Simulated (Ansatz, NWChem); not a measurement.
## CH5N (SMILES CN): from total energies to a heat of formation

CH5N has 7 atoms, charge 0, and is taken as a singlet. As SMILES, `CN`. Geometry: relaxed at PBE0-D4/def2-TZVP.

Total energies at revPBE/aug-cc-pVDZ (NWChem 7.3.0); the atoms run unrestricted:

```tsv
species	state	energy (Eh)
CH5N	singlet	-95.840775
C	triplet	-37.841055
N	quartet	-54.578523
H	doublet	-0.503794
```

Harmonic wavenumbers at PBE0-D4/def2-TZVP, in cm⁻¹: 305, 832, 975, 1090, 1169, 1347, 1452, 1490, 1512, 1664, 2987, 3081, 3120, 3532, 3612.

Measured heats of formation of the gaseous atoms at 298.15 K, in kJ/mol: C 716.9, N 472.4, H 218.0. Take 1 Eh = 2625.50 kJ/mol, 1 cm⁻¹ = 0.0119627 kJ/mol, RT = 2.479 kJ/mol.

Task: Work out the heat of formation of the gas at 298 K.

Result: 
1. Electronic atomisation energy: (-37.841055) + (-54.578523) + 5 × (-0.503794) − (-95.840775) = 0.902227 Eh = 2368.8 kJ/mol.
2. Zero-point energy: half the sum of the wavenumbers, 14084 cm⁻¹ = 168.5 kJ/mol.
3. Thermal vibrational enthalpy, Σ hcν̃/(exp(hcν̃/kT) − 1): 1.6 kJ/mol. Translation, rotation and pV of a non-linear molecule: 4 RT = 9.9 kJ/mol.
4. The 7 free atoms carry 5/2 RT each: 43.4 kJ/mol.
5. Atomisation enthalpy at 298 K: 2368.8 − 168.5 − 1.6 − 9.9 + 43.4 = 2232.2 kJ/mol.
6. Sum of the atoms' heats of formation: 2279.3 kJ/mol. Heat of formation: 2279.3 − 2232.2 = +47.1 kJ/mol.

The tabulated value is -20.9 kJ/mol (Active Thermochemical Tables), so this level is off by +68.0 kJ/mol, or 3.0 % of the atomisation enthalpy. Anharmonicity and any spin-orbit splitting of the molecule are left out.
